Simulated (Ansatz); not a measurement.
A nudged elastic band was laid between two geometries of BH3O + H2S (8 atoms, charge 0, multiplicity 1).

These are results of RKS PBE0-D4/def2-SVP in Ansatz 0.2.0, not measurements.

- movable images: 7
- climbing image: yes
- spring: 5.0 eV/Å²
- optimiser: quadratic models (default)
- start path: through a guess of the saddle point
- force threshold: 0.05 eV/Å
- iteration limit: 60
- end points: relaxed

Image 0:

```xyz
8
Properties=species:S:1:pos:R:3
B -0.004 -0.244 0.277
O -0.454 -0.939 1.347
H -1.404 -1.087 1.319
H 1.191 -0.056 0.222
H -0.745 0.061 -0.635
S -0.160 2.562 1.371
H 0.998 2.732 0.697
H 0.471 1.999 2.423
```

Image 8:

```xyz
8
Properties=species:S:1:pos:R:3
B 0.082 0.461 0.233
O -0.217 -0.249 1.756
H -1.056 -0.729 1.716
H 1.183 0.068 -0.070
H -0.858 0.080 -0.435
S -0.066 2.295 0.608
H 1.219 2.536 0.946
H -0.395 0.566 2.265
```

Problem. What changes between the two ends?

Solution. Bonds broken: S6–H8. Bonds formed: B1–S6, O2–H8. BH3O + H2S becomes BH5OS.

Problem. Give the energies along the band, and the barrier.

Solution. The run converged. The highest image is number 6 of 0 to 8, 0.71 eV above the first end and 0.56 eV above the last; the last end lies 0.15 eV above the first. A vibrational analysis at the climbing image gives one clearly imaginary mode, 1066i cm⁻¹: a first-order saddle point. The orbitals stay closed-shell, which can raise the energy where a bond breaks towards radicals; this wasn't checked here.

| image | path coordinate (Å) | energy (eV) | S6–H8 (Å) | B1–S6 (Å) | O2–H8 (Å) |
| --- | --- | --- | --- | --- | --- |
| 0 | 0.00 | 0.00 | 1.35 | 3.02 | 3.26 |
| 1 | 0.42 | 0.00 | 1.35 | 3.04 | 3.09 |
| 2 | 0.84 | 0.00 | 1.35 | 3.05 | 2.96 |
| 3 | 1.27 | 0.02 | 1.35 | 2.98 | 2.65 |
| 4 | 1.69 | 0.09 | 1.35 | 2.72 | 2.26 |
| 5 | 2.11 | 0.36 | 1.37 | 2.36 | 1.84 |
| 6 | 2.53 | 0.71 | 1.54 | 2.07 | 1.36 |
| 7 | 2.96 | 0.26 | 2.01 | 1.93 | 1.02 |
| 8 | 3.40 | 0.15 | 2.42 | 1.88 | 0.98 |

Problem. What is the geometry of the highest image?

Solution. 
```xyz
8
Properties=species:S:1:pos:R:3
B 0.084 0.228 0.286
O -0.232 -0.255 1.690
H -1.076 -0.721 1.708
H 1.229 0.037 -0.048
H -0.804 0.025 -0.516
S -0.102 2.218 0.821
H 1.167 2.409 1.247
H -0.373 1.086 1.833
```

Problem. What are the harmonic wavenumbers there?

Solution. 1066i, 283, 443, 476, 565, 601, 816, 877, 918, 1061, 1115, 1209, 1257, 1554, 2546, 2647, 2715, 3879 cm⁻¹.

Time of the run: 4.1 min on 1 thread of Arm Neoverse V1, on a shared host, peak memory 0.13 GiB.
